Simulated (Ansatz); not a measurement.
P₃⁺. Charge 1, multiplicity 5. Geometry PBE0-D4/def2-TZVP; atoms count from 1.

```xyz
3

P     1.002    0.683    0.346
P    -1.156    0.502    0.058
P     0.153   -1.185   -0.404
```

At PBE0-D4/def2-TZVP a singlet of charge 1 lies 4.54 eV below the quintet, each at its own geometry. The structure comes from a short search, and lower isomers may exist.

(1) Estimate the Mulliken populations from the PBE0/def2-TZVP orbitals of Ansatz.

(2) Where does the spin sit?

(3) And the Mayer bond orders between heavy atoms (over 0.3)?

## Answers

(1) 
```json
{"atom": "P1", "charge (e)": "0.33", "spin (α − β)": "1.33"}
{"atom": "P2", "charge (e)": "0.33", "spin (α − β)": "1.33"}
{"atom": "P3", "charge (e)": "0.33", "spin (α − β)": "1.33"}
```
Mulliken values depend strongly on the basis.

(2) Summed by element: P 4.00, of 4 unpaired in all. Largest on single atoms: P1 1.33, P2 1.33, P3 1.33.

(3) P1–P2 1.18 (2.18 Å); P1–P3 1.18 (2.18 Å); P2–P3 1.18 (2.18 Å).
